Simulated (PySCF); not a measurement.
disilane anion (H₆Si₂), SMILES [SiH3][SiH3] (connectivity only; charge and spin as stated), charge -1, multiplicity 2. Geometry: PBE-D3(BJ)/def2-SVPD. The multiplicity is an assumed one; other spin states were not compared.

Computed with PBE-D3(BJ)/def2-SVPD run with PySCF.

Harmonic wavenumbers (cm⁻¹): 163, 231, 238, 275, 493, 531, 804, 837, 874, 881, 903, 913, 1642, 1721, 1995, 2001, 2001, 2016. Rotational constants (GHz): 47.74, 4.252, 4.223; symmetry number 2.

Problem. Work out the zero-point energy and the ideal-gas rigid-rotor harmonic-oscillator thermochemistry at 298.15 K and 1 atm.

Solution. ZPE = ½ Σ hcν = ½ × 18517 cm⁻¹ = 26.47 kcal/mol. H − E(el) = 30.66 kcal/mol. Entropy in cal/(mol K): translation 38.30, rotation 22.07, vibration 10.01, spin 1.38, total 71.76. G − E(el) = 9.27 kcal/mol. Cp = 20.98 cal/(mol K).
